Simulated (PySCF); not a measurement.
An unknown is described by computed data only.

Elements present: C, H and N. Monoisotopic mass: 82.0531 u.

* 13C NMR: chemical shifts (computed TMS as zero) by class: 159.0 (1 C), 132.6 (1 C), 113.2 (1 C), 15.7 (1 C) ppm [GIAO B3LYP/pcSseg-2]
* Valence photoelectron: vertical ionisation energy: 9.16 eV [ΔSCF B3LYP/def2-SVPD]
* Triplet: lowest triplet excitation (Tamm–Dancoff): 4.61 eV [TDA B3LYP/def2-SVPD]
* UV, first state: lowest singlet excitation: 6.44 eV (193 nm, f = 0.007) [TDDFT B3LYP/def2-SVPD]
* Couplings: largest of the computed one-bond spin–spin couplings (means over like bonds): 13C–1H +193.5, 13C–1H +184.3, 13C–1H +133.6 (×3), 15N–1H -110.5, 13C–13C +73.8, 13C–13C +58.8, 13C–13C +58.0, 15N–13C -13.8 Hz [B3LYP/pcJ-1, spin–dipole term left out for some pairs]
* 1H NMR: chemical shifts (computed TMS as zero) by class: 9.29 (1 H), 7.30 (1 H), 6.21 (1 H), 2.32 (3 H) ppm [GIAO B3LYP/pcSseg-2]
* Rotational structure: rotational constants A, B, C: 9.002, 3.532, 2.577 GHz [PBE0-D3(BJ)/def2-SVP]
* Polarisability: 60.2 au [B3LYP/def2-SVPD]

The electronic properties come from PySCF, for the isolated species, density fitting. Levels stand in brackets. Geometry: PBE0-D3(BJ)/def2-SVP; no solvent, vibrations or thermal averaging. NMR classes are plain means over equivalent atoms (diastereotopic ones count apart unless rotation or inversion swaps them), as if these changed places fast.

Task: Which formula fits the mass and the elements?

Result: C4H6N2 (calculated 82.0531). No other formula that holds each of these elements comes within 0.0003 u with a fitting electron parity and a possible valence count.

Task: Propose a structure and show how it fits.

Result: Numbering: `[CH3:1][c:2]1[cH:3][cH:4][nH:5][n:6]1`. Its formula, C4H6N2, gives 3 degrees of unsaturation: 1 ring and 2 π bonds in the structure found (Kekulé form). 4 carbons fall into 4 classes; from least to most shielded: substituted aromatic carbon [C2] (159.0 ppm), aromatic CH next to a ring nitrogen [C4] (132.6 ppm), aromatic CH carbon [C3] (113.2 ppm), benzylic-type carbon [C1] (15.7 ppm). Hydrogen classes from least to most shielded: 1 H on a pyrrole-type nitrogen, N5 (9.29 ppm), 1 H on an aromatic CH next to a ring nitrogen, C4 (7.30 ppm), 1 H on an aromatic CH carbon, C3 (6.21 ppm), 3 H on a benzylic-type carbon, C1 (2.32 ppm). The couplings run between: +193.5 Hz, aromatic CH next to a ring nitrogen [C4] and its hydrogen; +184.3 Hz, aromatic CH carbon [C3] and its hydrogen; +133.6 Hz, benzylic-type carbon [C1] and its hydrogen (with 2 like pairs); -110.5 Hz, pyrrole-type nitrogen [N5] and its hydrogen; +73.8 Hz, aromatic CH carbon [C3] and aromatic CH next to a ring nitrogen [C4]; +58.8 Hz, benzylic-type carbon [C1] and substituted aromatic carbon [C2]; +58.0 Hz, substituted aromatic carbon [C2] and aromatic CH carbon [C3]; -13.8 Hz, pyrrole-type nitrogen [N5] and aromatic CH next to a ring nitrogen [C4]. The first electron is taken from the HOMO, whose largest Löwdin shares are 0.29 on the pyridine-type nitrogen, 0.20 on the substituted aromatic carbon, 0.18 on the pyrrole-type nitrogen and 0.17 on the aromatic CH next to a ring nitrogen. By its constants the optimised geometry is an asymmetric top. Structure: `Cc1cc[nH]n1`. Computed isomers that give other values at the same levels: `Cn1cccn1` (smallest rotational constant: 2.700 GHz; this holds for the one conformer computed); `C/N=C/CC#N` (rotational constant A: 14.034 GHz; this holds for the one conformer computed); `C=C(C#N)CN` (rotational constant A: 4.589 GHz; this holds for the one conformer computed). The assignments are read from this structure; whether some other isomer fits the data as well wasn't checked.
